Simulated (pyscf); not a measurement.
HO–SiH(OH)–Cl + H atom (H•) → HO–Si•(OH)–Cl + hydrogen (H₂), a hydrogen abstraction (doublet surface; H–Si broken, H–H formed). Optimised with ωB97X-D3(BJ)/def2-SVP in PySCF. Energies in eV from the separated reactants.

Small-basis levels: PySCF, no dispersion term, spherical d functions. AM1 to PM7: differences of heats of formation from MOPAC. Open shells are spin-unrestricted. 

```json
[
 {"level": "HF/STO-3G", "barrier": "…", "reaction energy": "-0.63"},
 {"level": "MP2/6-31G*", "barrier": "0.66", "reaction energy": "-0.08"},
 {"level": "SVWN5/6-31G*", "barrier": "-0.20", "reaction energy": "-0.43"},
 {"level": "BP86/6-31G*", "barrier": "-0.04", "reaction energy": "-0.63"},
 {"level": "PBE/6-31G*", "barrier": "0.05", "reaction energy": "-0.47"},
 {"level": "B3LYP/STO-3G", "barrier": "-0.18", "reaction energy": "-1.41"},
 {"level": "M06-2X/6-31G*", "barrier": "0.37", "reaction energy": "-0.36"},
 {"level": "PBE/def2-SVP", "barrier": "0.02", "reaction energy": "-0.40"},
 {"level": "PM7", "barrier": "-0.89", "reaction energy": "-2.20"},
 {"level": "ωB97M-D3(BJ)/def2-TZVP", "barrier": "…", "reaction energy": "-0.29"}
]
```

### Question
What belongs in the gaps?

### Answer

- HF/STO-3G, barrier: 0.76
- ωB97M-D3(BJ)/def2-TZVP, barrier: 0.32

Against the last row the barrier runs from -1.21 (PM7) to +0.45 eV (HF/STO-3G). At SVWN5/6-31G*, BP86/6-31G*, B3LYP/STO-3G, PM7 this geometry lies under one side, so the entry may be no barrier of that level: it is a single point on another level's saddle. ωB97M-D3(BJ)/def2-TZVP has limits of its own. This is the saddle that the search found; another between the same sides may lie lower. The angle at the transferred H is 178°.
